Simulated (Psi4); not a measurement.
# CH6B− ([BMeH3]-) at 3 levels

We compute a comparison of 3 runs (DSD-PBEP86/def2-TZVP, wB97X-V/def2-TZVP, MP3/def2-TZVP) of CH6B− ([BMeH3]-). 

Program for the calculation: Psi4 1.11.

## Step 1: The system as given

CH6B−: 8 atoms, total charge -1, spin state singlet. As SMILES, `[H][B-]([H])([H])C`. The B1–H8 distance was set to 2.217 Å, away from the relaxed value. At this shape a bond of the SMILES string is far longer than usual.

Bond lengths: B1–C2 1.649 Å, C2–H3 1.096 Å, C2–H4 1.096 Å, C2–H5 1.096 Å, B1–H6 1.231 Å, B1–H7 1.231 Å. Angles: B1–C2–H3 112.2°, B1–C2–H4 112.2°, B1–C2–H5 112.2°, C2–B1–H6 110.2°, C2–B1–H7 110.2°, H3–C2–H4 106.6°, H3–C2–H5 106.6°, H4–C2–H5 106.6°, H6–B1–H7 108.7°.

## Step 2: A single-point energy at DSD-PBEP86/def2-TZVP (density fitting for correlation) (run 1)

The input, ch6b.xyz:

```xyz
8
CH6B
B      0.488211     0.786005    -0.477806
C      0.492491     0.780125     1.171294
H     -0.519849     0.824875     1.587754
H      1.040521     1.632915     1.587384
H      0.959981    -0.122385     1.581344
H      1.641781     0.747735    -0.906656
H     -0.055819     1.807205    -0.897816
H     -0.615010    -0.975650    -1.248310
```

The input, run.py:

```python
import psi4

psi4.set_memory(1600000000)
psi4.set_num_threads(1)
psi4.core.set_output_file('psi4.out', False)

with open('ch6b.xyz') as f:
    atoms = ''.join(f.readlines()[2:])
geom = psi4.geometry('-1 1\n' + atoms + 'symmetry c1\nno_reorient\nno_com')

psi4.set_options({
    'puream': True,
    'e_convergence': 1e-09,
    'd_convergence': 1e-08,
    'scf_type': 'pk',
    'dft_radial_points': 99,
    'dft_spherical_points': 590,
    'num_frozen_docc': 2,
})

e, wfn = psi4.energy('dsd-pbep86/def2-TZVP', return_wfn=True)
print('E =', round(e, 9))
```

Started as:

```
$ python run.py
```

psi4.out:

```text
[...]
  Running in c1 symmetry.
[...]
  Nuclear repulsion =   34.012621059579203
[...]
  Multiplicity = 1
[...]
  Nalpha       = 9
  Nbeta        = 9
[...]
    Number of basis functions: 98
[...]
   @RKS iter   1:   -65.93397540083308   -6.59931e-01   6.28196e-03 ADIIS/DIIS
[...]
   @RKS iter  11:   -66.19165703666528   -1.86162e-12   1.68694e-09 DIIS
[...]
    Orbital Energies [Eh]
    ---------------------
    Doubly Occupied:
       1A    -10.645120     2A     -7.094199     3A     -0.668613
       4A     -0.396081     5A     -0.318262     6A     -0.313247
       7A     -0.200857     8A     -0.189799     9A     -0.072385
[...]
  @RKS Final Energy:   -66.19165703666528
   => Energetics <=
    Nuclear Repulsion Energy =             34.0126210595792031
    One-Electron Energy =                -158.1995393175446623
    Two-Electron Energy =                  61.3655997899002017
    DFT Exchange-Correlation Energy =      -3.3703385686000238
    Empirical Dispersion Energy =           0.0000000000000000
    VV10 Nonlocal Energy =                  0.0000000000000000
    Total Energy =                        -66.1916570366652763
[...]
 Multipole Moments:
 ------------------------------------------------------------------------------------
     Multipole            Electronic (a.u.)      Nuclear  (a.u.)        Total (a.u.)
 ------------------------------------------------------------------------------------
 L = 1.  Multiply by 2.5417464519 to convert [e a0] to [Debye]
 Dipole X            :        -14.8542139           14.8298261           -0.0243878
 Dipole Y            :        -23.7199475           23.6697079           -0.0502396
 Dipole Z            :        -10.5680018           11.9854632            1.4174614
 Magnitude           :                                                    1.4185611
[...]
```

The script printed:

```text
E = -66.361598087
```

Run time: 18 s. Hardware: 1 thread of AMD EPYC 7R43 (Zen 3), shared host; peak memory 0.79 GiB.

## Step 3: A single-point energy at wB97X-V/def2-TZVP (run 2)

ch6b.xyz is that of step 2.

The input, calc.py:

```python
import psi4

psi4.set_memory(1600000000)
psi4.set_num_threads(1)
psi4.set_output_file('ch6b.out', False)

with open('ch6b.xyz') as f:
    atoms = ''.join(f.readlines()[2:])
m = psi4.geometry('-1 1\n' + atoms + 'symmetry c1')

options = {'basis': 'def2-TZVP', 'puream': True, 'e_convergence': 1e-09, 'd_convergence': 1e-08, 'scf_type': 'pk', 'dft_radial_points': 99, 'dft_spherical_points': 590}
psi4.set_options(options)

energy_value, wavefunction = psi4.energy("WB97X-V", return_wfn=True)
print(f'WB97X-V energy: {energy_value:.10f} Eh')
for k, v in sorted(psi4.core.scalar_variables().items()):
    print(f'{k:45s} {v:18.10f}')
```

Started as:

```
$ python calc.py
```

ch6b.out:

```text
[...]
  Running in c1 symmetry.
[...]
  Nuclear repulsion =   34.012621059579203
[...]
  Multiplicity = 1
[...]
  Nalpha       = 9
  Nbeta        = 9
[...]
    Number of basis functions: 98
[...]
   @RKS iter   1:   -66.22012663055973   -6.68686e-01   6.78790e-03 DIIS/ADIIS
[...]
   @RKS iter  11:   -66.49945688779391   -7.87281e-12   3.56581e-09 DIIS
[...]
    Orbital Energies [Eh]
    ---------------------
    Doubly Occupied:
       1A    -10.057626     2A     -6.637925     3A     -0.630332
       4A     -0.390044     5A     -0.321274     6A     -0.317139
       7A     -0.209435     8A     -0.197879     9A     -0.099843
[...]
  @RKS Final Energy:   -66.49945688779391
   => Energetics <=
    Nuclear Repulsion Energy =             34.0126210595792031
    One-Electron Energy =                -158.3177770608162973
    Two-Electron Energy =                  65.4312561047346151
    DFT Exchange-Correlation Energy =      -7.6968744936086617
    Empirical Dispersion Energy =           0.0000000000000000
    VV10 Nonlocal Energy =                  0.0713175023172245
    Total Energy =                        -66.4994568877939116
[...]
 Multipole Moments:
 ------------------------------------------------------------------------------------
     Multipole            Electronic (a.u.)      Nuclear  (a.u.)        Total (a.u.)
 ------------------------------------------------------------------------------------
 L = 1.  Multiply by 2.5417464519 to convert [e a0] to [Debye]
 Dipole X            :          1.1907578           -0.3786584            0.8120994
 Dipole Y            :          1.8952028           -0.6100509            1.2851519
 Dipole Z            :          1.6928204            0.3628519            2.0556724
 Magnitude           :                                                    2.5567381
[...]
```

The script printed:

```text
WB97X-V energy: -66.4994568878 Eh
CURRENT ENERGY                                    -66.4994568878
CURRENT REFERENCE ENERGY                          -66.4994568878
DD SOLVATION ENERGY                                 0.0000000000
DFT FUNCTIONAL TOTAL ENERGY                       -66.4994568878
DFT TOTAL ENERGY                                  -66.4994568878
DFT VV10 ENERGY                                     0.0713175023
DFT XC ENERGY                                      -7.6968744936
GRID ELECTRONS ALPHA                                9.0000003940
GRID ELECTRONS BETA                                 9.0000003940
GRID ELECTRONS TOTAL                               18.0000007881
NUCLEAR REPULSION ENERGY                           34.0126210596
ONE-ELECTRON ENERGY                              -158.3177770608
PCM POLARIZATION ENERGY                             0.0000000000
PE ENERGY                                           0.0000000000
SCF ITERATION ENERGY                              -66.4994568878
SCF ITERATIONS                                     11.0000000000
SCF TOTAL ENERGY                                  -66.4994568878
TWO-ELECTRON ENERGY                                65.4312561047
XC GRID RADIAL POINTS                              99.0000000000
XC GRID SPHERICAL POINTS                          590.0000000000
XC GRID TOTAL POINTS                           447459.0000000000
```

Wall time 2.1 min (1 thread of AMD EPYC 7R43 (Zen 3), shared host); peak memory 0.9 GiB.

## Step 4: The energy at MP3/def2-TZVP (run 3)

The input, input.json:

```json
{
  "schema_name": "qcschema_input",
  "schema_version": 1,
  "molecule": {
    "schema_name": "qcschema_molecule",
    "schema_version": 2,
    "symbols": ["B", "C", "H", "H", "H", "H", "H", "H"],
    "geometry": [0.92258508, 1.48533418, -0.90292248, 0.93067311, 1.47422259, 2.21342487, -0.98237224, 1.55878784, 3.00042021, 1.96629972, 3.08576213, 2.99972101, 1.81410117, -0.23127413, 2.98830707, 3.10251645, 1.41301436, -1.71333153, -0.10548262, 3.4151225, -1.69662635, -1.16220046, -1.84371129, -2.35896402],
    "molecular_charge": -1,
    "molecular_multiplicity": 1,
    "fix_symmetry": "c1",
    "fix_com": true,
    "fix_orientation": true
  },
  "driver": "energy",
  "model": {
    "method": "mp3",
    "basis": "def2-TZVP"
  },
  "keywords": {
    "puream": true,
    "e_convergence": 1e-09,
    "d_convergence": 1e-08,
    "scf_type": "pk",
    "num_frozen_docc": 2,
    "mp_type": "conv"
  }
}
```

Started as:

```
$ psi4 --qcschema input.json -n 1 --memory 1600MB
```

stdout:

```text
[...]
  Running in c1 symmetry.
[...]
  Nuclear repulsion =   34.012621087369787
[...]
  Multiplicity = 1
[...]
  Nalpha       = 9
  Nbeta        = 9
[...]
    Number of basis functions: 98
[...]
   @RHF iter   1:   -65.78763750544388   -8.01709e-01   5.02854e-03 DIIS/ADIIS
[...]
   @RHF iter  11:   -65.96855252660146   -4.26326e-12   4.24719e-09 DIIS
[...]
    Orbital Energies [Eh]
    ---------------------
    Doubly Occupied:
       1A    -11.017298     2A     -7.401535     3A     -0.751225
       4A     -0.457695     5A     -0.369113     6A     -0.362999
       7A     -0.246129     8A     -0.236497     9A     -0.100434
[...]
  @RHF Final Energy:   -65.96855252660146
   => Energetics <=
    Nuclear Repulsion Energy =             34.0126210873697872
    One-Electron Energy =                -158.0764980006255769
    Two-Electron Energy =                  58.0953243866543403
    Total Energy =                        -65.9685525266014565
[...]
 Multipole Moments:
 ------------------------------------------------------------------------------------
     Multipole            Electronic (a.u.)      Nuclear  (a.u.)        Total (a.u.)
 ------------------------------------------------------------------------------------
 L = 1.  Multiply by 2.5417464519 to convert [e a0] to [Debye]
 Dipole X            :        -14.7882711           14.8298261            0.0415550
 Dipole Y            :        -23.6146757           23.6697079            0.0550321
 Dipole Z            :        -10.5149557           11.9854632            1.4705076
 Magnitude           :                                                    1.4721236
[...]
	SCS-MP2 Total Energy (a.u.)        :   -66.29386195820334
	SOS-MP2 Total Energy (a.u.)        :   -66.30026680677163
[...]
	SOS-PI-MP2 Total Energy (a.u.)     :   -66.32578328986163
[...]
	MP2 Total Energy (a.u.)            :   -66.28105226106675
[...]
	SCS-MP3 Total Energy (a.u.)        :   -66.30252018543216
[...]
	MP3 Total Energy (a.u.)            :   -66.31568516998202
[...]
```

The result, in JSON:

```text
{
 "driver": "energy",
 "model": {
  "method": "mp3",
  "basis": "def2-TZVP"
 },
 "success": true,
 "return_result": -66.31568516998202,
 "properties": {
  "calcinfo_nbasis": 98,
  "calcinfo_nmo": 98,
  "calcinfo_nalpha": 9,
  "calcinfo_nbeta": 9,
  "calcinfo_natom": 8,
  "nuclear_repulsion_energy": 34.01262108736979,
  "return_energy": -66.31568516998202,
  "scf_one_electron_energy": -158.07649800062558,
  "scf_two_electron_energy": 58.09532438665434,
  "scf_dipole_moment": [0.04155501854758192, 0.055032121661618305, 1.4705075573590864],
  "scf_total_energy": -65.96855252660146,
  "scf_iterations": 11,
  "mp2_same_spin_correlation_energy": -0.05733490356515864,
  "mp2_opposite_spin_correlation_energy": -0.25516483090012937,
  "mp2_singles_energy": 0.0,
  "mp2_doubles_energy": -0.31249973446528806,
  "mp2_correlation_energy": -0.3124997344652911,
  "mp2_total_energy": -66.28105226106675
 }
}
```

Run time: 17 s. Hardware: 1 thread of AMD EPYC 7R43 (Zen 3), shared host; peak memory 1.1 GiB.

## Step 5: Overview of the runs

| run | level | fitting correlation | frozen core orbitals | energy (Eh) | HOMO energy (eV) | LUMO energy (eV) | HOMO–LUMO gap (eV) | wall time |
| --- | --- | --- | --- | --- | --- | --- | --- | --- |
| 1 | DSD-PBEP86/def2-TZVP (density fitting for correlation) | density fitting | 2 | -66.361598 | -1.97 | 6.74 | 8.71 | 18 s |
| 2 | wB97X-V/def2-TZVP | – | 0 | -66.499457 | -2.72 | 7.11 | 9.82 | 2.1 min |
| 3 | MP3/def2-TZVP | none | 2 | -66.315685 | -2.73 | 7.58 | 10.31 | 17 s |

## Step 6: What came out

| quantity | value |
| --- | --- |
| run 3: total energy | -66.31569 Eh |
| run 3: HOMO energy (Hartree–Fock orbitals) | -2.73 eV |
| run 3: LUMO energy (Hartree–Fock orbitals) | 7.58 eV |
| run 3: HOMO–LUMO gap (to an unbound level, set by the basis) | 10.31 eV |
| run 3: correlation energy (2 core orbitals frozen) | -347.1 mEh |

**Reading.** Totals of different functionals can't be ranked against each other. All runs together took 2.7 min, the longest 2.1 min.
